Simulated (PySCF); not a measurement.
Compound: C₃H₁₀NP.
SMILES with atom numbers: `[CH3:1][P:2]([CH3:3])([CH3:4])=[NH:5]`

Method: delta-SCF UKS SCAN, pcX-2 on the ionised atom, pcseg-1 elsewhere, spin-free X2C in PySCF 2.14.0. These are vertical core ionisation energies against the vacuum level, from separate self-consistent calculations with and without the core hole.

Some binding energies are withheld.

```
atom(s)                bonded to    level  binding energy (eV)
     C1                3 H and P     C 1s                    ?
     N5    H and P (double bond)     N 1s                    ?
     P2  N (double bond) and 3 C     P 1s              2151.24
     P2  N (double bond) and 3 C  P 2p3/2               137.32
```

(1) Fill in C 1s for C1.

(2) Fill in N 1s for N5.

(3) Express the binding energy of C 1s of C1 in atomic units and per mole.

Results:

(1) 290.69 eV (sp3 carbon bound to phosphorus).

(2) 402.32 eV (nitrogen bonded to P and H).

(3) 290.69 eV = 10.6827 Eh = 28047 kJ/mol.

The list is incomplete; no value stands for C 1s of C3, C4. For 2p shells one spin-free hole was relaxed; a mean-field spin–orbit operator and the ground-state splitting of the three 2p orbitals were then diagonalised within the shell. The shell's mean is (2 × 2p3/2 + 2p1/2)/3, and the degeneracies 2j + 1 give areas of 2:1. 2p1/2 minus 2p3/2 (ligand field included): P 0.89 eV. Isolated species at its PBE0-D3(BJ)/def2-SVP geometry, gas phase.

Hardware: Arm Neoverse V1, one thread, no GPU, shared host with 32 logical CPUs at a one-minute load of 32. Cost: 32 s wall, 0.58 GiB resident at most.
